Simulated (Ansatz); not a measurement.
# One shape, several levels: SiH3Cl (SMILES [SiH3]Cl)

We compute a comparison of 6 runs (HF/STO-3G, UHF/STO-3G, PBE/STO-3G, UPBE/STO-3G, r2SCAN0/STO-3G, BCCD(T)/STO-3G) of SiH3Cl. 

The calculation is run with Ansatz 0.2.0.

53 further runs of the same task are left out: 4 that didn't finish, 49 set aside as unsound or not needed.

### 1 The system as given

The species is SiH3Cl (5 atoms), meant as a singlet with charge 0. SMILES: `[SiH3]Cl`. The H4–Si1 distance was set to 2.221 Å, away from the relaxed value. At this shape a bond of the SMILES string is far longer than usual.

Bond lengths: Si1–Cl2 2.054 Å, Si1–H3 1.481 Å, Si1–H5 1.481 Å. Angles: Cl2–Si1–H3 108.5°, Cl2–Si1–H5 108.5°, H3–Si1–H5 110.4°. A long bond or contact: Si1–H4 2.221 Å.

### 2 The energy at HF/STO-3G (run 1)

The input, job.yaml:

```yaml
crystal:
  periodic: [false, false, false]
  atoms:
    - {symbol: Si, position_ang: [0.099359, 0.320763, 0.611127]}
    - {symbol: Cl, position_ang: [2.049659, -0.211337, 0.971927]}
    - {symbol: H, position_ang: [-0.739541, -0.186137, 1.721127]}
    - {symbol: H, position_ang: [-0.534700, -0.585700, -1.314900]}
    - {symbol: H, position_ang: [0.020559, 1.797563, 0.537327]}
basis:
  gaussian:
    orbitals: STO-3G
total_charge: 0
hamiltonian:
  xc: hf
accuracy: high
```

Launch:

```sh
$ ansatz run job.yaml --threads 1 --pin off --max-ram 2610MiB --events-out events.jsonl --progress --plain --runs-dir runs
```

Log:

```text
Warning: RAYON_NUM_THREADS=1 ignored (pool sized by the plan → 1); use --threads N
Functional definition: HF
  name "HF"
  exchange = exact_x
  correlation = 0
364 factors; integrals over basis functions are off by at most 1.6e-8 eV
mean field evaluation 1: about -20184.1527 eV, gradient 1.8e1 eV
mean field evaluation 2: about -20184.1577 eV, gradient 1.8e1 eV
mean field evaluation 4: about -20185.9821 eV, gradient 7.6e-1 eV
mean field evaluation 8: about -20185.9844 eV, gradient 4.9e-6 eV
mean field -20185.98435446 eV, -741.8212424746 hartree, gradient 8.5e-8 eV, S^2 0.000000; 0 other end points of the search recorded, 0 dependent functions left out
reference -20185.98435446 eV, -741.8212424746 hartree; 17, 17 occupied and 4, 4 virtual orbitals, 364 factors
Total energy: -20185.98435446 eV, -741.8212424746 hartree
```

It took 0.12 s on 1 thread of Arm Neoverse V1, shared host.

### 3 The energy at UHF/STO-3G (run 2)

The input, molecule.yaml:

```yaml
basis:
  gaussian:
    orbitals: STO-3G
crystal:
  periodic: [false, false, false]
  atoms:
    - {symbol: Si, position_ang: [0.099359, 0.320763, 0.611127]}
    - {symbol: Cl, position_ang: [2.049659, -0.211337, 0.971927]}
    - {symbol: H, position_ang: [-0.739541, -0.186137, 1.721127]}
    - {symbol: H, position_ang: [-0.534700, -0.585700, -1.314900]}
    - {symbol: H, position_ang: [0.020559, 1.797563, 0.537327]}
magnetization:
  spin_polarized: true
  initial_magnetization: 0
hamiltonian:
  xc: hf
accuracy: high
```

Launch:

```sh
$ ansatz run molecule.yaml --threads 1 --pin off --max-ram 2610MiB --events-out events.jsonl --progress --plain --runs-dir runs
```

Log:

```text
Warning: RAYON_NUM_THREADS=1 ignored (pool sized by the plan → 1); use --threads N
[... 4 set-up lines as earlier in the session ...]
364 factors; integrals over basis functions are off by at most 1.6e-8 eV
mean field evaluation 1: about -20184.1527 eV, gradient 1.2e1 eV
mean field evaluation 2: about -20184.1577 eV, gradient 1.2e1 eV
mean field evaluation 4: about -20185.9821 eV, gradient 5.4e-1 eV
mean field evaluation 8: about -20185.9844 eV, gradient 4.2e-6 eV
mean field evaluation 16: about -20186.5801 eV, gradient 3.3e-2 eV
mean field evaluation 32: about -20186.5512 eV, gradient 8.1e-4 eV
mean field -20186.56640147 eV, -741.8426323079 hartree, gradient 1.2e-8 eV, S^2 0.572666; 3 other end points of the search recorded, 0 dependent functions left out
reference -20186.56640147 eV, -741.8426323079 hartree; 17, 17 occupied and 4, 4 virtual orbitals, 364 factors
Total energy: -20186.56640147 eV, -741.8426323079 hartree
```

Run time: 0.3 s. Hardware: 1 thread of Arm Neoverse V1, shared host.

Runs 3 to 5 aren't shown in full; the table further down has their settings and results.

### 4 The energy at BCCD(T)/STO-3G (run 6)

The input, run.yaml:

```yaml
crystal:
  periodic: [false, false, false]
  atoms:
    - symbol: Si
      position_ang: [0.099359, 0.320763, 0.611127]
    - symbol: Cl
      position_ang: [2.049659, -0.211337, 0.971927]
    - symbol: H
      position_ang: [-0.739541, -0.186137, 1.721127]
    - symbol: H
      position_ang: [-0.534700, -0.585700, -1.314900]
    - symbol: H
      position_ang: [0.020559, 1.797563, 0.537327]
basis:
  gaussian: {orbitals: STO-3G}
correlation: {method: bccd_t, frozen_orbitals: {Cl: 5, H: 0, Si: 5}}
accuracy: high
scf: {omitted_lower_state_checks: [cluster_reference, increment]}
```

Launch:

```sh
$ ansatz run run.yaml --threads 1 --pin off --max-ram 2610MiB --events-out events.jsonl --progress --plain --runs-dir runs
```

Log:

```text
Warning: RAYON_NUM_THREADS=1 ignored (pool sized by the plan → 1); use --threads N
[... 11 lines left out ...]
10 core orbitals not correlated: weight in the atoms' cores, before any rotation towards them, 1.000 or more for the frozen orbitals, at most 0.000 for the correlated occupied ones
[... 24 lines left out ...]
Total energy: -20188.97324773 eV, -741.9310822767 hartree
Checks for a lower state left out: cluster_reference, increment
```

It took 0.23 s on 1 thread of Arm Neoverse V1, shared host.

### 5 All runs side by side

```
run           level  frozen core orbitals  energy (Eh)  wall time
  1       HF/STO-3G                     –  -741.821242     0.12 s
  2      UHF/STO-3G                     –  -741.842632      0.3 s
  3      PBE/STO-3G                     –  -742.677682      1.2 s
  4     UPBE/STO-3G                     –  -742.677682      1.9 s
  5  r2SCAN0/STO-3G                     –  -743.025300        3 s
  6  BCCD(T)/STO-3G                    10  -741.931082     0.23 s
```

### 6 Summary of results

| quantity | value |
| --- | --- |
| run 6: total energy | -741.93108 Eh |
| run 6: correlation energy (10 core orbitals frozen) | -109.8 mEh |
| run 6: (T) correction | -1.66 mEh |

In words: Totals of different functionals can't be ranked against each other. In run 6 the log says that unrestricted orbitals would lower the reference, so the values rest on an unstable closed-shell determinant (other closed-shell runs at this shape may share the fault). In runs 1, 2, 3, 4, 5, 6 the basis is minimal, so the values are rough. Spin contamination of the reference: run 2 ⟨S²⟩ = 0.57. All runs together took 6.7 s, the longest 3 s.
